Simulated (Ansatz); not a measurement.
# Si3H7 radical: basis-set convergence

How large a basis does Si3H7 radical need? Two functionals are run in growing sets.

The runs use Ansatz 0.2.0, Gaussian basis; one geometry, several basis sets.

The runs, in order: PBE0-D4/def2-SVP; ωB97M-V/def2-SVP; PBE0-D4/def2-QZVPP; ωB97M-V/def2-QZVPP; the functionals' def2-TZVPP values are taken from earlier runs.

## (1) The geometry

All runs share one geometry, relaxed beforehand with PBE0-D4 in a triple-zeta def2 set.

10 atoms, charge 0, spin multiplicity 2.

Atoms are counted from 1 here; the program's logs count them from 0.

Bond lengths: Si1–Si2 2.324 Å, Si1–H4 1.487 Å, Si1–H5 1.487 Å, Si1–H6 1.490 Å, Si2–Si3 2.324 Å, Si2–H7 1.491 Å, Si3–H8 1.487 Å, Si3–H9 1.490 Å, Si3–H10 1.487 Å. Angles: Si2–Si1–H4 108.6°, Si2–Si1–H5 110.1°, Si2–Si1–H6 112.2°, H4–Si1–H5 109.1°, H4–Si1–H6 108.5°, H5–Si1–H6 108.4°, Si1–Si2–Si3 117.3°, Si1–Si2–H7 113.2°, Si3–Si2–H7 113.2°, Si2–Si3–H8 108.6°, Si2–Si3–H9 112.2°, Si2–Si3–H10 110.1°, H8–Si3–H9 108.5°, H8–Si3–H10 109.1°, H9–Si3–H10 108.4°.

As a file:

```csv
atom,x (Å),y (Å),z (Å)
Si1,-1.3269,0.8549,-1.2092
Si2,0.7194,-0.1316,-0.7196
Si3,1.0004,-1.0033,1.4161
H4,-2.4119,-0.0652,-0.7771
H5,-1.4437,1.0898,-2.6730
H6,-1.5055,2.1579,-0.5089
H7,1.8858,0.6722,-1.1846
H8,-0.1781,-1.8495,1.7413
H9,1.1150,0.0641,2.4493
H10,2.2285,-1.8403,1.4688
```

## (2) PBE0-D4 in def2-SVP

The input, in.yaml:

```yaml
crystal:
  periodic: [false, false, false]
  atoms:
    - {symbol: Si, position_ang: [-1.326883, 0.854870, -1.209189]}
    - {symbol: Si, position_ang: [0.719380, -0.131639, -0.719630]}
    - {symbol: Si, position_ang: [1.000351, -1.003335, 1.416078]}
    - {symbol: H, position_ang: [-2.411923, -0.065191, -0.777096]}
    - {symbol: H, position_ang: [-1.443707, 1.089820, -2.673029]}
    - {symbol: H, position_ang: [-1.505515, 2.157855, -0.508949]}
    - {symbol: H, position_ang: [1.885808, 0.672225, -1.184622]}
    - {symbol: H, position_ang: [-0.178079, -1.849537, 1.741332]}
    - {symbol: H, position_ang: [1.115026, 0.064117, 2.449255]}
    - {symbol: H, position_ang: [2.228542, -1.840283, 1.468850]}
basis:
  gaussian: {orbitals: def2-SVP}
magnetization: {spin_polarized: true, initial_magnetization: 1}
hamiltonian: {xc: pbe0, dispersion: d4}
output: {orbitals: {seedname: orbitals}}
```

The runs that follow: ωB97M-V in def2-SVP; PBE0-D4 in def2-QZVPP; ωB97M-V in def2-QZVPP.

Before running them: what should the planned runs give, taken together? Wanted: PBE0-D4: double and triple zeta above quadruple; ωB97M-V: double and triple zeta above quadruple.

As calculated:

| quantity | value |
| --- | --- |
| PBE0-D4: double and triple zeta above quadruple | 9.09, 0.79 eV |
| ωB97M-V: double and triple zeta above quadruple | 9.14, 0.75 eV |

PBE0-D4 gains 8.30 eV from double to triple zeta, then 0.79 eV more. Total energies overstate the basis error of differences, where much of it tends to cancel.
